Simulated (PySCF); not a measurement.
**SF4: double against triple zeta**

Base calculation in PySCF with density fitting and no spin–orbit coupling, PBE0/def2-SVP (no relativity): singlet, C2v, S–F 1.581 Å (×2), S–F 1.658 Å (×2); F–S–F 87.5° (×4), F–S–F 101.2°, F–S–F 172.2°; wavenumbers 216, 344, 449, 518, 518, 602, 835, 887, 907 cm⁻¹; dipole moment 0.97 D, gap between the highest occupied and lowest empty levels 7.76 eV, polar-tensor charge of S 2.40 e, atomisation energy (no zero-point energy) 1259 kJ/mol.

Task: What changes on going to PBE0/def2-TZVP (no relativity)?

Result: The point group stays the same. Changes: mean bond to S -0.018 Å, smallest bond angle +0.1 degrees, highest wavenumber -4 cm⁻¹, lowest wavenumber +8 cm⁻¹, dipole moment -0.36 D, gap between the highest occupied and lowest empty levels +0.13 eV, polar-tensor charge of S +0.03 e, atomisation energy (no zero-point energy) +106 kJ/mol. The new structure has S–F 1.553 Å (×2), S–F 1.649 Å (×2); F–S–F 87.6° (×4), F–S–F 101.3°, F–S–F 172.5°, with wavenumbers 224, 349, 463, 528, 533, 564, 749, 874, 903 cm⁻¹. The larger basis shortens the bonds, as added polarisation functions usually do.

Each species is the lowest minimum found with this bonding; other isomers or fragments can lie lower.
